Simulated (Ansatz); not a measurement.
Geometry optimisation, Ansatz 0.2.0, RKS LDA/def2-SVP.

Input:

```yaml
crystal:
  periodic: [false, false, false]
  atoms:
    - { symbol: Si, position_ang: [-0.102721, 0.169305, -0.066619] }
    - { symbol: H, position_ang: [-0.160318, 0.118439, 1.411378] }
    - { symbol: H, position_ang: [1.346792, 0.217166, -0.467974] }
    - { symbol: H, position_ang: [-0.766179, 1.455554, -0.501289] }
    - { symbol: Si, position_ang: [-1.143162, -1.725887, -0.956963] }
    - { symbol: H, position_ang: [-1.763012, -2.565299, 0.136636] }
    - { symbol: H, position_ang: [-2.271103, -1.272534, -1.852172] }
    - { symbol: H, position_ang: [-0.212591, -2.583311, -1.771509] }
    - { symbol: S, position_ang: [1.316858, -2.566116, 1.277676] }
    - { symbol: H, position_ang: [0.147163, -3.256071, 1.407834] }
    - { symbol: H, position_ang: [0.749474, -1.443647, 1.866001] }
basis:
  gaussian: { orbitals: def2-SVP }
hamiltonian:
  xc: lda
relax:
  f_tol: 0.03
  max_steps: 50
```

Launched with:

```bash
$ ansatz run input.yaml --threads 2 --pin off --max-ram 3072MiB --backend cpu --events-out ev --progress --plain --runs-dir out
```

Q: Where does it end, and by what steps?

A: The run converged. The force dipped under the threshold on the way, but the program's further checks kept it going. After 10 steps the energy has fallen by 0.049 eV; H11 moved furthest, 0.55 Å.

| step | energy less start (eV) | largest force component (eV/Å) | accepted |
| --- | --- | --- | --- |
| 0 | 0.0000 | 0.591 | yes |
| 1 | -0.0253 | 0.253 | yes |
| 2 | -0.0406 | 0.163 | yes |
| 3 | -0.0102 | 0.172 | no |
| 4 | -0.0474 | 0.032 | yes |
| 5 | -0.0481 | 0.029 | yes |
| 6 | -0.0474 | 0.238 | no |
| 7 | -0.0489 | 0.009 | yes |
| 8 | -0.0491 | 0.046 | yes |
| 9 | -0.0492 | 0.034 | yes |
| 10 | -0.0493 | 0.001 | yes |

```xyz
11
Properties=species:S:1:pos:R:3
Si -0.151 0.222 -0.108
H -0.313 0.280 1.391
H 1.319 0.244 -0.435
H -0.777 1.476 -0.672
Si -1.189 -1.678 -0.981
H -1.825 -2.495 0.118
H -2.291 -1.288 -1.938
H -0.210 -2.548 -1.723
S 1.308 -2.592 1.161
H 0.205 -3.334 1.472
H 1.065 -1.739 2.198
```

Run time: 29 s on 2 threads of AMD EPYC 7571, with other jobs on the host, peak memory 0.14 GiB.
